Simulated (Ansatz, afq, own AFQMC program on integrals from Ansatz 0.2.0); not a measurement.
**Where AFQMC and coupled cluster stand for HO, doublet**

```xyz
2

O    -0.2959    0.2035   -0.1365
H    -0.1712   -0.7638   -0.1804
```

Basis def2-TZVP. Noble-gas cores (and the filled d shells of Ga–Kr and In–Xe) are frozen. AFQMC by an in-house program on the Cholesky factors that Ansatz 0.2.0 writes for its CCSD(T) run. The CISD trial takes its coefficients from CCSD amplitudes. Released means that phaseless walkers are propagated on without the constraint, phases kept. ± is one standard error of the sampling.

Determinant: UHF, the one that the program's search chose, which needn't be the lowest solution. The geometry is a PBE0/def2-SVP stationary point of this or a neighbouring charge and spin state.

No full CI on the walks' own integrals is used here; CCSDT(Q) serves as the reference and is uncertain by about the last step of the cluster series.

* T1 diagnostic: 0.0079
* weight of the determinant in the CISD state: 0.949
* ⟨S²⟩ of the determinant: 0.756
* size of the correlated space: 7 electrons in 36 orbitals

Reference: CCSDT(Q), correlation energy -5.858 eV. The released energy is read at 2.40 1/Eh (meV from the phaseless value at times in 1/Eh: -2.8 ± 0.9 at 0.24, -4.2 ± 0.7 at 0.51, -5.5 ± 1.1 at 0.99, -11 ± 6 at 1.62, -8 ± 3 at 2.40).

```json
{"level": "HF", "E − E(reference) (kcal/mol)": "135.08", "share of correlation (%)": "0.00"}
{"level": "MP2", "E − E(reference) (kcal/mol)": "12.33", "share of correlation (%)": "90.87"}
{"level": "CCSD", "E − E(reference) (kcal/mol)": "3.33", "share of correlation (%)": "97.53"}
{"level": "CCSD(T)", "E − E(reference) (kcal/mol)": "0.33", "share of correlation (%)": "99.76"}
{"level": "CCSDT", "E − E(reference) (kcal/mol)": "0.13", "share of correlation (%)": "99.91"}
{"level": "ph-AFQMC/CISD", "E − E(reference) (kcal/mol)": "0.14 ± 0.03", "share of correlation (%)": "99.90"}
{"level": "released AFQMC", "E − E(reference) (kcal/mol)": "-0.05 ± 0.06", "share of correlation (%)": "100.04"}
```

A walk keeps the symmetry of its determinant, which the program's search chose and which needn't be the lowest solution, so a lower state of the same spin and another symmetry isn't excluded. Released energies are given only where the last usable release times agree within the noise; a slower fall can still hide under it.
